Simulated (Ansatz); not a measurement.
A nudged elastic band was laid between two geometries of CH6Si + ClH (10 atoms, charge 0, multiplicity 1).

These are results of Ansatz 0.2.0, RKS PBE-D4/def2-SVP, not measurements.

```
movable images  : 5
climbing image  : yes
spring          : 5.0 eV/Å²
optimiser       : quadratic models (default)
start path      : through a guess of the saddle point
force threshold : 0.05 eV/Å
iteration limit : 60
end points      : relaxed
```

Image 0:

```xyz
10
Properties=species:S:1:pos:R:3
Si -0.837 -0.545 -0.256
H 0.173 -1.085 -1.249
H -1.752 -1.688 0.097
H -1.634 0.515 -0.965
C 0.054 0.143 1.255
H 1.350 0.312 -1.786
Cl 1.925 1.483 -1.787
H 0.610 -0.656 1.786
H -0.666 0.596 1.967
H 0.776 0.924 0.940
```

Image 6:

```xyz
10
Properties=species:S:1:pos:R:3
Si -1.055 0.403 -0.345
H 2.221 -1.795 -1.162
H -1.612 -0.931 -0.754
H -2.182 1.379 -0.159
C -0.004 0.271 1.204
H 1.878 -1.162 -1.432
Cl 0.124 1.107 -1.927
H 0.813 -0.464 1.061
H -0.629 -0.060 2.060
H 0.445 1.252 1.456
```

Task: What changes between the two ends?

Result: Bonds broken: Si1–H2, H6–Cl7. Bonds formed: Si1–Cl7, H2–H6. CH6Si + ClH becomes CH5ClSi + H2.

Task: Give the energies along the band, and the barrier.

Result: It converged. The highest image is number 3 of 0 to 6, 1.35 eV above the first end and 2.03 eV above the last; the last end lies 0.68 eV below the first. Neighbouring images differ by up to 1.5 eV, so the band resolves the path poorly. A vibrational analysis at the climbing image gives one clearly imaginary mode, 872i cm⁻¹: a first-order saddle point. The orbitals stay closed-shell, which can raise the energy where a bond breaks towards radicals; this wasn't checked here.

```json
{"image": "0", "path coordinate (Å)": "0.00", "energy (eV)": "0.00", "Si1–H2 (Å)": "1.52", "H6–Cl7 (Å)": "1.30", "Si1–Cl7 (Å)": "3.75"}
{"image": "1", "path coordinate (Å)": "0.69", "energy (eV)": "0.04", "Si1–H2 (Å)": "1.52", "H6–Cl7 (Å)": "1.31", "Si1–Cl7 (Å)": "3.51"}
{"image": "2", "path coordinate (Å)": "1.39", "energy (eV)": "0.42", "Si1–H2 (Å)": "1.55", "H6–Cl7 (Å)": "1.36", "Si1–Cl7 (Å)": "2.99"}
{"image": "3", "path coordinate (Å)": "2.08", "energy (eV)": "1.35", "Si1–H2 (Å)": "1.76", "H6–Cl7 (Å)": "1.72", "Si1–Cl7 (Å)": "2.53"}
{"image": "4", "path coordinate (Å)": "3.23", "energy (eV)": "-0.11", "Si1–H2 (Å)": "2.50", "H6–Cl7 (Å)": "2.22", "Si1–Cl7 (Å)": "2.14"}
{"image": "5", "path coordinate (Å)": "4.37", "energy (eV)": "-0.66", "Si1–H2 (Å)": "3.41", "H6–Cl7 (Å)": "2.76", "Si1–Cl7 (Å)": "2.10"}
{"image": "6", "path coordinate (Å)": "5.51", "energy (eV)": "-0.68", "Si1–H2 (Å)": "4.03", "H6–Cl7 (Å)": "2.91", "Si1–Cl7 (Å)": "2.09"}
```

Task: What is the geometry of the highest image?

Result: 
```xyz
10
Properties=species:S:1:pos:R:3
Si -0.587 -0.107 -0.427
H 0.463 -1.264 -1.241
H -1.426 -1.370 -0.322
H -1.516 0.871 -1.079
C 0.115 0.249 1.273
H 0.925 -0.493 -1.472
Cl 1.251 1.192 -1.588
H 0.962 -0.434 1.483
H -0.669 0.067 2.037
H 0.481 1.289 1.336
```

Time of the run: 2.7 min on 2 threads of Arm Neoverse V1, with other jobs on the host, peak memory 0.12 GiB.
